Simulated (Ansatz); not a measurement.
# quartet BNH3: levels of theory compared

Wanted: a comparison of 6 runs (UB3LYP/6-31G*, UB3LYP/def2-TZVPP, UBHLYP/def2-TZVPP, UPBE/def2-TZVPP, UPBE0/def2-TZVPP, UCCSD(T)/def2-TZVPP) of quartet BNH3. 

The calculation is run with Ansatz 0.2.0.

45 further runs of the same task are left out: 45 set aside as unsound or not needed.

**1. The structure to begin with**

The species is BNH3 (5 atoms), meant as a quartet with charge 0. SMILES of the parent species: `B[NH]`. Geometry: relaxed at PBE0-D4/def2-TZVP. That shape belongs to the parent species and isn't relaxed for this state.

Bond lengths: B1–N2 1.329 Å, B1–H3 1.210 Å, B1–H4 1.204 Å, N2–H5 0.999 Å. Angles: B1–N2–H5 163.9°, N2–B1–H3 118.8°, N2–B1–H4 121.2°, H3–B1–H4 119.9°.

**2. A single-point energy at UB3LYP/6-31G(d) (spherical functions) (run 1)**

Contents of run.yaml:

```yaml
crystal:
  periodic: [false, false, false]
  atoms:
    - symbol: B
      position_ang: [-0.310800, -0.370100, -0.091600]
    - symbol: N
      position_ang: [0.531200, 0.655200, -0.019800]
    - symbol: H
      position_ang: [-0.414800, -1.107400, 0.862500]
    - symbol: H
      position_ang: [-0.964100, -0.573100, -1.081900]
    - symbol: H
      position_ang: [1.208400, 1.321700, 0.289300]
basis:
  gaussian: {orbitals: 6-31G_st_-spherical.json}
output: {orbitals: {seedname: orbitals}}
hamiltonian: {xc: {name: B3LYP}}
magnetization: {spin_polarized: true, initial_magnetization: 3}
accuracy: high
```

The basis set 6-31G* is read from a file made from the Basis Set Exchange's data (not shown).

Started as:

```
ansatz run run.yaml --threads 1 --pin off --max-ram 3480MiB --events-out events.jsonl --progress --plain --runs-dir runs
```

Output:

```text
Warning: RAYON_NUM_THREADS=1 ignored (pool sized by the plan → 1); use --threads N
Functional definition: B3LYP
  name "B3LYP"
  parameter a0 = 0.2
  parameter ax = 0.72
  parameter ac = 0.81
  exchange = (1 - a0 - ax)*slater_x + ax*b88_x + a0*exact_x
  correlation = (1 - ac)*vwn_rpa_c + ac*lyp_c
749 factors; integrals over basis functions are off by at most 2.4e-9 eV
mean field evaluation 1: about -2205.8397 eV, gradient 1.8e1 eV
mean field evaluation 2: about -2206.4492 eV, gradient 1.5e1 eV
mean field evaluation 4: about -2207.7254 eV, gradient 7.8e-1 eV
mean field evaluation 8: about -2207.7259 eV, gradient 5.2e-3 eV
mean field evaluation 16: about -2207.7259 eV, gradient 1.1e-6 eV
mean field -2207.72590589 eV, -81.1324305911 hartree, gradient 3.8e-8 eV, S^2 3.758400; 0 other end points of the search recorded, 0 dependent functions left out
reference -2207.72593461 eV, -81.1324316466 hartree; 9, 6 occupied and 25, 28 virtual orbitals, 749 factors
Total energy: -2207.72593461 eV, -81.1324316466 hartree
```

It took 2 s on 1 thread of Arm Neoverse V1, shared host; peak memory 0.12 GiB.

**3. A single-point energy at UB3LYP/def2-TZVPP (run 2)**

Contents of job.yaml:

```yaml
crystal:
  periodic: [false, false, false]
  atoms:
    - symbol: B
      position_ang: [-0.310800, -0.370100, -0.091600]
    - symbol: "N"
      position_ang: [0.531200, 0.655200, -0.019800]
    - symbol: H
      position_ang: [-0.414800, -1.107400, 0.862500]
    - symbol: H
      position_ang: [-0.964100, -0.573100, -1.081900]
    - symbol: H
      position_ang: [1.208400, 1.321700, 0.289300]
basis:
  gaussian: {orbitals: def2-TZVPP}
magnetization: {spin_polarized: true, initial_magnetization: 3}
hamiltonian: {xc: {name: B3LYP}}
accuracy: high
output: {orbitals: {seedname: orbitals}}
```

Started as:

```
ansatz run job.yaml --threads 1 --pin off --max-ram 3480MiB --events-out events.jsonl --progress --plain --runs-dir runs
```

Output:

```text
Warning: RAYON_NUM_THREADS=1 ignored (pool sized by the plan → 1); use --threads N
[... 7 set-up lines as earlier in the session ...]
1698 factors; integrals over basis functions are off by at most 3.1e-9 eV
mean field evaluation 1: about -2205.8352 eV, gradient 2.5e1 eV
mean field evaluation 2: about -2205.7907 eV, gradient 2.5e1 eV
mean field evaluation 4: about -2208.9861 eV, gradient 2.0e0 eV
mean field evaluation 8: about -2209.0063 eV, gradient 2.9e-2 eV
mean field evaluation 16: about -2209.0063 eV, gradient 1.0e-5 eV
mean field -2209.00628236 eV, -81.1794835584 hartree, gradient 6.6e-8 eV, S^2 3.759753; 0 other end points of the search recorded, 0 dependent functions left out
reference -2209.00631522 eV, -81.1794847660 hartree; 9, 6 occupied and 95, 98 virtual orbitals, 1698 factors
Total energy: -2209.00631522 eV, -81.1794847660 hartree
```

Wall time 6.3 s (1 thread of Arm Neoverse V1, shared host); peak memory 0.27 GiB.

**4. The energy at UBHLYP/def2-TZVPP (run 3)**

Contents of in.yaml:

```yaml
crystal:
  periodic: [false, false, false]
  atoms:
    - {symbol: B, position_ang: [-0.310800, -0.370100, -0.091600]}
    - {symbol: "N", position_ang: [0.531200, 0.655200, -0.019800]}
    - {symbol: H, position_ang: [-0.414800, -1.107400, 0.862500]}
    - {symbol: H, position_ang: [-0.964100, -0.573100, -1.081900]}
    - {symbol: H, position_ang: [1.208400, 1.321700, 0.289300]}
basis:
  gaussian:
    orbitals: def2-TZVPP
magnetization:
  spin_polarized: true
  initial_magnetization: 3
hamiltonian:
  xc: {name: BHLYP}
accuracy: high
output: {orbitals: {seedname: orbitals}}
```

Started as:

```
ansatz run in.yaml --threads 1 --pin off --max-ram 3480MiB --events-out events.jsonl --progress --plain --runs-dir runs
```

Output:

```text
Warning: RAYON_NUM_THREADS=1 ignored (pool sized by the plan → 1); use --threads N
Functional definition: BHLYP
  name "BHLYP"
  parameter a = 0.5
  exchange = (1 - a)*b88_x + a*exact_x
  correlation = lyp_c
1698 factors; integrals over basis functions are off by at most 3.1e-9 eV
mean field evaluation 1: about -2205.7560 eV, gradient 1.9e1 eV
mean field evaluation 2: about -2206.8595 eV, gradient 1.1e1 eV
mean field evaluation 4: about -2207.5127 eV, gradient 9.9e-1 eV
mean field evaluation 8: about -2207.5189 eV, gradient 3.1e-2 eV
mean field evaluation 16: about -2207.5189 eV, gradient 2.8e-5 eV
mean field -2207.51887593 eV, -81.1248223804 hartree, gradient 9.9e-8 eV, S^2 3.766568; 0 other end points of the search recorded, 0 dependent functions left out
reference -2207.51889834 eV, -81.1248232040 hartree; 9, 6 occupied and 95, 98 virtual orbitals, 1698 factors
Total energy: -2207.51889834 eV, -81.1248232040 hartree
```

Wall time 6.3 s (1 thread of Arm Neoverse V1, shared host); peak memory 0.27 GiB.

Runs 4 to 5 aren't shown in full; the table further down has their settings and results.

**5. The energy at UCCSD(T)/def2-TZVPP (run 6)**

Contents of in.yaml:

```yaml
crystal:
  periodic: [false, false, false]
  atoms:
    - {symbol: B, position_ang: [-0.310800, -0.370100, -0.091600]}
    - {symbol: N, position_ang: [0.531200, 0.655200, -0.019800]}
    - {symbol: H, position_ang: [-0.414800, -1.107400, 0.862500]}
    - {symbol: H, position_ang: [-0.964100, -0.573100, -1.081900]}
    - {symbol: H, position_ang: [1.208400, 1.321700, 0.289300]}
basis:
  gaussian: {orbitals: def2-TZVPP}
magnetization: {spin_polarized: true, initial_magnetization: 3}
correlation: {method: ccsd_t, frozen_orbitals: {B: 1, H: 0, "N": 1}}
accuracy: high
scf: {omitted_lower_state_checks: [cluster_reference, increment]}
```

Started as:

```
ansatz run in.yaml --threads 1 --pin off --max-ram 3480MiB --events-out events.jsonl --progress --plain --runs-dir runs
```

Output:

```text
Warning: RAYON_NUM_THREADS=1 ignored (pool sized by the plan → 1); use --threads N
Functional definition: HF
  name "HF"
  exchange = exact_x
  correlation = 0
these checks for a lower state are left out or cut short: cluster_reference, increment
1698 factors; integrals over basis functions are off by at most 3.1e-9 eV
mean field evaluation 1: about -2194.0389 eV, gradient 1.4e1 eV
mean field evaluation 2: about -2194.0426 eV, gradient 1.4e1 eV
mean field evaluation 4: about -2195.3487 eV, gradient 1.8e0 eV
mean field evaluation 8: about -2195.4454 eV, gradient 1.3e-1 eV
mean field evaluation 16: about -2194.0318 eV, gradient 1.1e0 eV
mean field -2195.44579548 eV, -80.6811448574 hartree, gradient 1.6e-8 eV, S^2 3.781349; 1 other end points of the search recorded, 0 dependent functions left out
2 core orbitals not correlated: weight in the atoms' cores, before any rotation towards them, 1.000 or more for the frozen orbitals, at most 0.000 for the correlated occupied ones
reference -2195.44579548 eV, -80.6811448574 hartree; 7, 4 occupied and 95, 98 virtual orbitals, 1698 factors
second order -6.82411465 eV of doubles, -0.00000000 eV of singles
cycle   1  -7.45160729 eV  change   -6.3e-1 eV  update   7.3e-2
cycle   2  -7.74351810 eV  change   -2.9e-1 eV  update   3.3e-2
cycle   3  -7.80123255 eV  change   -5.8e-2 eV  update   2.4e-2
cycle   4  -7.81881255 eV  change   -1.8e-2 eV  update   1.5e-2
cycle   5  -7.82552941 eV  change   -6.7e-3 eV  update   5.1e-3
cycle   6  -7.82583007 eV  change   -3.0e-4 eV  update   1.3e-3
cycle   7  -7.82582939 eV  change    6.8e-7 eV  update   4.6e-4
cycle   8  -7.82586308 eV  change   -3.4e-5 eV  update   1.9e-4
cycle   9  -7.82580109 eV  change    6.2e-5 eV  update   8.0e-5
cycle  10  -7.82582131 eV  change   -2.0e-5 eV  update   3.5e-5
cycle  11  -7.82582923 eV  change   -7.9e-6 eV  update   1.7e-5
cycle  12  -7.82582614 eV  change    3.1e-6 eV  update   7.9e-6
cycle  13  -7.82582420 eV  change    1.9e-6 eV  update   3.4e-6
cycle  14  -7.82582140 eV  change    2.8e-6 eV  update   1.4e-6
cycle  15  -7.82582089 eV  change    5.0e-7 eV  update   5.1e-7
cycle  16  -7.82582091 eV  change   -1.4e-8 eV  update   2.4e-7
cycle  17  -7.82582101 eV  change   -1.0e-7 eV  update   9.9e-8
cycle  18  -7.82582105 eV  change   -4.3e-8 eV  update   5.2e-8
cycle  19  -7.82582107 eV  change   -1.5e-8 eV  update   3.6e-8
cycle  20  -7.82582102 eV  change    4.5e-8 eV  update   7.6e-8
cycle  21  -7.82582104 eV  change   -1.6e-8 eV  update   2.7e-8
cycle  22  -7.82582104 eV  change  -1.6e-10 eV  update   1.6e-8
cycle  23  -7.82582104 eV  change   -3.1e-9 eV  update   1.1e-8
cycle  24  -7.82582104 eV  change    1.7e-9 eV  update   7.0e-9
cycle  25  -7.82582104 eV  change   8.4e-10 eV  update   3.3e-9
cycle  26  -7.82582104 eV  change   2.5e-10 eV  update   1.5e-9
cycle  27  -7.82582104 eV  change   5.3e-10 eV  update  6.0e-10
perturbative correction -0.26475180 eV, -0.0097294491 hartree
Total energy: -2203.53636832 eV, -80.9784679252 hartree
Checks for a lower state left out: cluster_reference, increment
```

It took 43 s on 1 thread of Arm Neoverse V1, shared host; peak memory 1.6 GiB.

**6. Overview of the runs**

```
run                                level  frozen core orbitals  energy (Eh)  HOMO energy (eV)   ⟨S²⟩  wall time
  1  UB3LYP/6-31G* (spherical functions)                     –   -81.132432             -2.06  3.758        2 s
  2                    UB3LYP/def2-TZVPP                     –   -81.179485             -2.69  3.760      6.3 s
  3                    UBHLYP/def2-TZVPP                     –   -81.124823             -3.69  3.767      6.3 s
  4                      UPBE/def2-TZVPP                     –   -81.059929             -2.01  3.757      5.7 s
  5                     UPBE0/def2-TZVPP                     –   -81.068924             -2.98  3.761      6.3 s
  6                  UCCSD(T)/def2-TZVPP                     2   -80.978468                 –  3.781       43 s
```

**7. Results**

| quantity | value |
| --- | --- |
| run 6: total energy | -80.97847 Eh |
| run 6: correlation energy (2 core orbitals frozen) | -297.3 mEh |
| run 6: (T) correction | -9.73 mEh |
| run 6: ⟨S²⟩ of the reference determinant | 3.781 |
| run 6: T1 diagnostic | 0.038 |

Totals of different functionals can't be ranked against each other. All runs together took 70 s, the longest 43 s.
